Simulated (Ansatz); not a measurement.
# NH (triplet): wave-function methods side by side, def2-QZVPP

One table from this session's results is given with a row withheld; the runs are named, their logs left out.

Method: def2-QZVPP, core rule «outside noble gas», up to 1 orbitals frozen; program: Ansatz 0.2.0, Gaussian basis.

The runs, in order: UHF; ROHF; CCSD(T) on UHF.

2 further runs of the same task are left out: 2 set aside as unsound or not needed.

### The geometry

The geometry is a PBE0/def2-TZVP stationary point (not a proven minimum).

2 atoms, charge 0, spin multiplicity 3.

Atoms are counted from 1 here; the program's logs count them from 0.

Bond lengths: N1–H2 1.040 Å.

Set-up of the first run:

File in.yaml:

```yaml
crystal:
  periodic: [false, false, false]
  atoms:
    - {symbol: N, position_ang: [0.000000, 0.000000, 0.000000]}
    - {symbol: H, position_ang: [0.000000, 0.000000, 1.039652]}
basis:
  gaussian: {orbitals: "def2-QZVPP.json"}
magnetization: {spin_polarized: true, initial_magnetization: 2}
hamiltonian: {xc: hf}
output: {orbitals: {seedname: orbitals}}
```

Started as:

```
$ ansatz run in.yaml --threads 1 --pin off --events-out ev --progress --plain --max-ram 2393MiB
```

Steps of the session up to this table: UHF; ROHF; CCSD(T) on UHF.

One of the session's tables, all rows but one given; the rest of the session is left out.

```
  method  from UCCSD(T) (kJ/mol)
    ROHF                  +464.8
     UHF                  +444.1
    UMP2                   +57.5
   UCCSD                       ?
UCCSD(T)                       0
```

**Question.** Estimate the row for UCCSD.

The run gave: from UCCSD(T) (kJ/mol): +11.8. In the column «from UCCSD(T) (kJ/mol)» it lies between UCCSD(T) (0) and UMP2 (+57.5).
